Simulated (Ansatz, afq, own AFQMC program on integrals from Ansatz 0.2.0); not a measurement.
Two steps: Ansatz 0.2.0 writes the Fock matrix and Cholesky factors of the valence space, and afq projects on them the lowest state that overlaps trial and start.

```yaml
crystal:
  periodic: [false, false, false]
  atoms:
    - {symbol: Ru, position_ang: [0.000000, 0.000000, 0.000000]}
basis:
  gaussian: {orbitals: def2-TZVPP}
magnetization: {spin_polarized: true, initial_magnetization: 4}
correlation: {method: ccsd_t, electrons: outside_noble_gas, hamiltonian_folder: ham}
```

```sh
$ ansatz run in.yaml --threads 1 --pin off --events-out ev --progress --plain --max-ram 15360MiB --backend cuda --devices 0, --max-vram 18GiB
```

afq runs on the folder ham with

```
--method phaseless --trial hf --walkers 4000 --populations 20 --least-time 40 --time-step 0.005 --steps-per-block 20 --equilibration-blocks 160 --max-blocks 4000 --target-error 0.0008500 --factor-cut 1e-05 --start spin_pure --seed 6114 --taylor-order 6
```

Times are imaginary, in 1/Eh. The walk had a cap of 96 s. With eight or more populations the least sampling time is a fifth of least-time, and the error comes from their spread. Core potentials past Kr, no spin–orbit coupling.

Output of the walk:

```
orbitals 52  electrons 6 2  factors 383 of 396
reference energy -94.12341956 Eh
CCSD correlation -0.18412199 Eh in 9 cycles, weight of the determinant in the CISD state 0.9389
energy of the start -94.123422 Eh
 block  time / (1/Eh)  mean weight  energy / Eh
     1     0.100  1.0012  -94.184661
     2     0.200  1.0013  -94.222733
     3     0.300  1.0016  -94.245523
     4     0.400  1.0018  -94.263226
     5     0.500  1.0015  -94.275942
     7     0.700  1.0008  -94.289895
     9     0.900  1.0005  -94.301231
    13     1.300  1.0000  -94.305930
    25     2.500  1.0002  -94.314283
    37     3.700  0.9998  -94.317165
    49     4.900  1.0001  -94.315975
    61     6.100  0.9998  -94.315107
    73     7.300  0.9999  -94.311704
    85     8.500  1.0001  -94.312794
    97     9.700  0.9998  -94.312770
   109    10.900  0.9999  -94.311041
   121    12.100  0.9998  -94.317566
   133    13.300  0.9999  -94.313241
   145    14.500  0.9994  -94.310809
   151    15.100  0.9998  -94.307450
   157    15.700  1.0002  -94.313365
   169    16.900  1.0001  -94.314324
   181    18.100  0.9998  -94.309957
   193    19.300  0.9999  -94.309157
   205    20.500  0.9998  -94.310379
   217    21.700  1.0000  -94.312252
   229    22.900  1.0003  -94.308351
   235    23.500  1.0004  -94.311783
error from the spread of 20 populations
energy -94.310836 +/- 0.000584 Eh
(rows thinned)
```

The run passed its tests (sampling time, drift between the halves within three errors, error under three times the target), which doesn't prove that it has relaxed.

Against this walk (error 15.9 meV) on the same determinant: CCSD(T) 88.7 meV lower, CCSDT(Q) 98.9 meV lower, a separate phaseless walk with a CISD trial and standard settings 82.3 ± 16.0 meV lower. The error is statistical and leaves out the bias of the constraint. CCSDT(Q) is the surest value here, so the walk's 99 meV above it is most likely the bias of the constraint with this trial, which can have either sign.

Cautions: constraint bias not in the error; no spin-orbit coupling; outer-core shells of the metal frozen.

The walk took 21 s on 2 threads of a server CPU with a shared H100 80 GB, shared host (the card was shared). The log's last line is the phaseless energy.

CCSDT and higher add their correlation energy to the determinant of the CCSD(T) run, since their own runs factorise the integrals more tightly (a shift of under 2 meV). A walk keeps the symmetry of its determinant, which the program's search chose and which needn't be the lowest solution, so a lower state of the same spin and another symmetry isn't excluded.
